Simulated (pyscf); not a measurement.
HO–Al(OH)–F (SMILES [OH][Al]([OH])[F]) + NH₃ (SMILES N) → H₂O (SMILES O) + H₂N–Al(OH)–F (SMILES [NH2][Al]([OH])[F]), a four-centre exchange (singlet surface; Al–O, H–N broken, H–O, Al–N formed). PySCF, gas phase, ωB97X-D3(BJ)/def2-SVP geometries. Energies in kcal/mol from the separated reactants.

Small-basis levels: PySCF, no dispersion term, spherical d functions. 

### Question
Quick HF/STO-3G single points give ΔE‡ = -25.5 kcal/mol and ΔE = +4.1 kcal/mol. What does ωB97M-D3(BJ)/def2-TZVP give, and how far is the quick result from it?

### Answer
ωB97M-D3(BJ)/def2-TZVP gives ΔE‡ = -7.7 kcal/mol and ΔE = +10.6 kcal/mol. HF/STO-3G lies 17.8 kcal/mol under it in the barrier and 6.6 kcal/mol under it in the reaction energy, so on this step it does not hold to within 3.0 kcal/mol. ωB97M-D3(BJ)/def2-TZVP has limits of its own. On the reactant side the descent ends in an adduct with a Al–N contact, 35.9 kcal/mol under the separated species and 26.7 kcal/mol under the saddle at ωB97X-D3(BJ)/def2-TZVP. On the product side the descent ends in an adduct with a Al–O contact, 22.9 kcal/mol under the separated species and 3.5 kcal/mol under the saddle at ωB97X-D3(BJ)/def2-TZVP. At ωB97M-D3(BJ) the saddle lies under the separated reactants, which points to a path from their complex (located at ωB97X-D3(BJ) alone). At ωB97M-D3(BJ) the saddle lies under the separated products, which points to a path from their complex (located at ωB97X-D3(BJ) alone), and parting the products costs more than the saddle. What is counted as formed (Al–N) is already present as a longer contact in the reactant adduct; forming that adduct is a step of its own. What is counted as broken (Al–O) persists as a longer contact in the product adduct; parting that adduct is a step of its own. This is the saddle that the search found; another between the same sides may lie lower.
